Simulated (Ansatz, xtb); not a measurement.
**A geometry optimisation of H3O2Si+ with r2SCAN-D4/def2-SVP**

The starting geometry of this gas-phase singlet has its atoms placed at random.

```xyz
6

O    -0.8702    0.8491    0.1815
O     0.4499   -1.8453   -0.7505
Si    0.1808   -1.1753    1.0108
H    -1.0835   -1.5110    0.0271
H     1.2621    0.0706    0.1670
H    -1.0280    1.5858   -0.6326
```

Task: Guess where an optimisation with r2SCAN-D4/def2-SVP ends from this start.

Result: It ends as `O[SiH+]O`. Distances that change by over a tenth: O1–H6 (1.11 → 0.97 Å), O2–Si3 (1.90 → 1.58 Å). Contacts that open: Si3–H4 (1.64 → 2.37 Å). Contacts that close: O1–Si3 (2.43 → 1.58 Å), O2–H4 (1.75 → 0.97 Å), Si3–H5 (1.85 → 1.46 Å).

The energy falls by 11.28 eV over 15 steps:

| step | E − E(last) (eV) |
| --- | --- |
| 1 | 11.280 |
| 3 | 6.404 |
| 4 | 4.735 |
| 6 | 3.307 |
| 7 | 2.778 |
| 9 | 1.322 |
| 10 | 0.594 |
| 12 | 0.008 |
| 13 | 0.000 |
| 15 | 0.000 |

Final geometry (Å):

```xyz
6

O    -0.5674    1.0409    0.0023
O    -0.1009   -1.7602   -0.1376
Si    0.2906   -0.2696    0.2114
H    -0.8724   -2.2048   -0.5225
H     1.6084   -0.0795    0.7999
H    -1.4473    1.2471   -0.3501
```

From the same start GFN2-xTB reaches the same bonding as this run.

From so rough a start the end depends on the optimiser's path, so another program may land elsewhere. The end wasn't checked by frequencies. Run with Ansatz 0.2.0, 48 s on 1 thread of AMD EPYC (Zen 3) (shared host).
